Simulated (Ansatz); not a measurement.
C5H9N, SMILES `[C-]#[N+]C(C)(C)C`, one more setting.

```yaml
crystal:
  periodic: [false, false, false]
  atoms:
    - {symbol: C, position_ang: [2.168897, -0.396937, 1.696048]}
    - {symbol: N, position_ang: [1.260057, -0.230563, 0.986690]}
    - {symbol: C, position_ang: [0.144299, -0.026416, 0.113157]}
    - {symbol: C, position_ang: [-0.963905, -0.991301, 0.523753]}
    - {symbol: C, position_ang: [0.601705, -0.304955, -1.315459]}
    - {symbol: C, position_ang: [-0.316668, 1.420476, 0.260646]}
    - {symbol: H, position_ang: [-0.624432, -2.024995, 0.442241]}
    - {symbol: H, position_ang: [-1.828368, -0.855100, -0.128938]}
    - {symbol: H, position_ang: [-1.272196, -0.807857, 1.554150]}
    - {symbol: H, position_ang: [0.955014, -1.332567, -1.413442]}
    - {symbol: H, position_ang: [-0.233226, -0.155655, -2.002816]}
    - {symbol: H, position_ang: [1.411828, 0.368700, -1.598826]}
    - {symbol: H, position_ang: [-0.619501, 1.625485, 1.288597]}
    - {symbol: H, position_ang: [-1.168734, 1.602082, -0.397273]}
    - {symbol: H, position_ang: [0.485240, 2.109606, -0.008525]}
basis:
  gaussian: {orbitals: ANO-RCC-VTZP, point_charges: [{charge: 1.00, position_ang: [6.057, -0.770, -0.543]}]}
magnetization: {spin_polarized: true, initial_magnetization: 2}
hamiltonian: {xc: {name: PBEsol}, dispersion: d3bjatm}
accuracy: high
output: {forces: true}
```

```sh
$ ansatz run in.yaml --threads 2 --pin off --events-out ev --progress --plain --max-ram 32768MiB --backend cuda --devices 0, --max-vram 18GiB
```

Output, abridged:

```
Functional definition: PBEsol
5858 factors; integrals over basis functions are off by at most 3.0e-9 eV
mean field evaluation 1: about -6761.8185 eV, gradient 6.8e1 eV
mean field evaluation 2: about -6677.6272 eV, gradient 1.4e2 eV
mean field evaluation 4: about -6781.4926 eV, gradient 1.4e1 eV
mean field evaluation 8: about -6782.6146 eV, gradient 6.5e-1 eV
mean field evaluation 16: about -6782.6170 eV, gradient 3.1e-3 eV
mean field evaluation 32: about -6782.6170 eV, gradient 7.3e-7 eV
mean field -6782.61696052 eV, -249.2565758762 hartree, gradient 2.1e-8 eV, S^2 2.013535; 10 other end points of the search recorded, 0 dependent functions left out
reference -6782.61696864 eV, -249.2565761747 hartree; 24, 22 occupied and 282, 284 virtual orbitals, 5858 factors
Total energy: -6782.75009061 eV, -249.2614683168 hartree
Relativity: scalar
Atom 0 at     2.168897    -0.396937     1.696048 Å, force     5.056204    -0.917473     3.286465 eV/Å
Atom 1 at     1.260057    -0.230563     0.986690 Å, force    -5.410954     1.120559    -3.101326 eV/Å
Atom 2 at     0.144299    -0.026416     0.113157 Å, force     0.672589    -0.160657     0.015445 eV/Å
Atom 3 at    -0.963905    -0.991301     0.523753 Å, force     0.168368     0.073873     0.063486 eV/Å
Atom 4 at     0.601705    -0.304955    -1.315459 Å, force    -0.303301     0.071239    -0.007971 eV/Å
Atom 5 at    -0.316668     1.420476     0.260646 Å, force     0.203234    -0.201652     0.126296 eV/Å
Atom 6 at    -0.624432    -2.024995     0.442241 Å, force     0.070073    -0.304198    -0.043620 eV/Å
Atom 7 at    -1.828368    -0.855100    -0.128938 Å, force    -0.249072     0.032735    -0.234307 eV/Å
Atom 8 at    -1.272196    -0.807857     1.554150 Å, force    -0.080647     0.069479     0.268745 eV/Å
Atom 9 at     0.955014    -1.332567    -1.413442 Å, force     0.061868    -0.336594    -0.008329 eV/Å
Atom 10 at    -0.233226    -0.155655    -2.002816 Å, force    -0.152658     0.006288    -0.343808 eV/Å
Atom 11 at     1.411828     0.368700    -1.598826 Å, force     0.241438     0.260088    -0.055702 eV/Å
Atom 12 at    -0.619501     1.625485     1.288597 Å, force    -0.095181     0.043373     0.277165 eV/Å
Atom 13 at    -1.168734     1.602082    -0.397273 Å, force    -0.215122     0.005710    -0.209907 eV/Å
Atom 14 at     0.485240     2.109606    -0.008525 Å, force     0.212140     0.221492    -0.104351 eV/Å
Dipole moment:    -0.756528     0.125911    -0.081572 e Å
```

Hardware: 2 threads of an AMD EPYC 7R13 on a shared host and a share of an NVIDIA H100 80 GB. Wall time 75 s, peak host memory 2.1 GiB.
